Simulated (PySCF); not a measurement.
Gas-phase reaction: 4 ethylsilane + 2 C₃H₅ (allyl) = 4 (CH₃)₂Si + 3 C₂H₆

Energies from PySCF (xtb for GFN2), thermal terms from the rigid-rotor harmonic-oscillator model, ideal gas at 1 bar. S°(298 K) at PBE0/def2-TZVP differs from the NASA 1993 table for C₃H₅ (allyl) (-17 J/mol/K); whether the harmonic model or the table's entry is off was not settled. † marks an energy on the PBE0/def2-TZVP geometry and frequencies; other levels use their own. MP2 and CCSD(T) freeze the core. Open shells (unrestricted): C₃H₅ (allyl) (multiplicity 2); the rest are closed-shell singlets. GFN2 has no spin-polarisation term. No R ln 2 is added for the mirror-image form of (CH₃)₂Si. (CH₃)₂Si: computed as isolated molecules; such fragments, hydroxides, amides, oligomers or adducts are transient or little studied in the gas. MP2 isn't extrapolated to the basis-set limit; its ΔH°(298 K) is 143.8 kJ in def2-SVP and 104.8 kJ in def2-TZVPP. CCSD(T) isn't extrapolated to the basis-set limit; its ΔH°(298 K) is 170.8 kJ in def2-SVP and 136.1 kJ in def2-TZVPP. The harmonic model lacks anharmonicity and excited electronic states, which grow with temperature; levels with a mode under 35 cm⁻¹ are left out. Internal rotation in ethylsilane, (CH₃)₂Si, C₂H₆ is treated as a harmonic vibration of one conformer, which makes the entropy rough. Warning, spin contamination: C₃H₅ (allyl) (CCSD(T)/def2-TZVPP†, MP2/def2-SVP†, MP2/def2-TZVPP†).

```
level                ΔE electronic, kJ  ΔH°(298 K), kJ  ΔS°(298 K), J/K  ΔG°(600 K), kJ
-------------------  -----------------  --------------  ---------------  --------------
BLYP/def2-TZVP†                     82             135              163              37
CCSD(T)/def2-TZVPP†                 82             136              163              38
GFN2-xTB                           196             276              189             166
MP2/def2-SVP†                       90             144              163              46
MP2/def2-TZVPP†                     51             105              163               7
PBE/def2-TZVP†                      78             132              163              34
PBE0/def2-QZVP†                     98             151              163              53
r2SCAN/def2-TZVP†                  165             218              163             120
ωB97M-V/def2-TZVP†                  64             117              163              19
```
ΔH° is lowest at MP2/def2-TZVPP† and highest at GFN2-xTB. No reference value is set beside these.
